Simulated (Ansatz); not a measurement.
1T (CdI2-type) CdI₂, treated with rVV10 (Ansatz, a quantum-chemistry and plane-wave program, plane waves, PAW).

Numerical settings: plane-wave cutoff 500 eV, 12×12×6 k mesh (along the axes of the cell as run), gaussian smearing 0.02 eV, scalar-relativistic PAW data made under PBE.

Computed at the level's own relaxed cell.

### Question
What does this level give for the volume per atom, lattice parameter a and lattice parameter c?

### Answer

- volume per atom = 36.55 Å³/atom
- lattice parameter a = 4.313 Å
- lattice parameter c = 6.806 Å

Measured, for comparison: lattice constant a 4.244 Å, lattice parameter c 6.859 Å (temperature not stated, not corrected to a static lattice; as tabulated in de Haan, NBS Special Publication (1969), 233, by the Crystallography Open …). Computed (rounded) less measured: lattice constant a +1.6 %, lattice parameter c -0.8 %. A static lattice is as a rule a little smaller and stiffer than an uncorrected measurement, which narrows the difference in the lattice parameter c and would widen misses of the other sign.

Spin–orbit coupling is not included.

Static lattice: no zero-point or thermal effects.
